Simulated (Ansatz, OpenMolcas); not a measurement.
## How methods differ on BF (SMILES [B]F)

BF has 2 atoms, charge 0, and is taken as a singlet. As SMILES, `[B]F`. Geometry: relaxed at PBE0-D4/def2-TZVP.

```xyz
2

B     0.0000    0.0000   -0.0094
F     0.0000    0.0000    1.2537
```

Each level gives the energy change with the B1–F2 bond stretched from 1.263 to 3.158 Å (eV). The values are calculated.

```
                      level                   kind     program  value (eV)  less FCI/STO-3G
     HF/STO-3G (restricted)           Hartree–Fock      Ansatz       12.58            +5.40
  SVWN5/STO-3G (restricted)                    LDA      Ansatz        9.91            +2.73
  PBE/STO-3G (unrestricted)                    GGA  OpenMolcas        8.88            +1.70
   PBE0/STO-3G (restricted)          global hybrid  OpenMolcas       10.49            +3.31
    MP2/STO-3G (restricted)    perturbation theory      Ansatz        8.72            +1.54
      SC-NEVPT2(2,2)/STO-3G         multireference  OpenMolcas        7.27            +0.09
CCSD(T)/STO-3G (restricted)  coupled cluster or CI      Ansatz        7.18             0.00
                 FCI/STO-3G     exact in the basis      Ansatz        7.18             0.00
```

FCI/STO-3G is exact within its basis and frozen core, so for wave-function methods in that basis the difference is their error; functionals converge differently with the basis, so for them it is only a difference. Spin-restricted single references rise too steeply as a bond breaks, Hartree–Fock most of all. Perturbation and coupled-cluster corrections on them can overshoot downwards. The first shape isn't each level's own minimum. The values span 7.18 to 12.58 eV. Spin contamination of the reference (⟨S²⟩ at least 0.1 too high) touches PBE/STO-3G. All rows use very small basis sets, so even the best lies far from the true value.
